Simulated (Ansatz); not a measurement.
# 1T (CdI2-type) VSe2 (undistorted form, which takes a superstructure on cooling)

Level of theory: r²SCAN+rVV10 in Ansatz (PAW).

Run with plane-wave cutoff 500 eV, 18×18×8 k mesh (along the axes of the cell as run), Fermi–Dirac smearing 0.05 eV, no spin polarisation, scalar-relativistic PAW data made under PBE.

Cell: relaxed at this level.

```json
{
  "volume_per_atom": "19.91 Å³/atom",
  "lattice_constant_a": "3.332 Å",
  "lattice_parameter_c": "6.211 Å"
}
```

Note: the run has no spin polarisation, so it can have missed a magnetic state.

Static lattice: no zero-point or thermal effects.

The result took about 3 core-minutes (a rough figure).

Ansatz is a quantum-chemistry and plane-wave program.
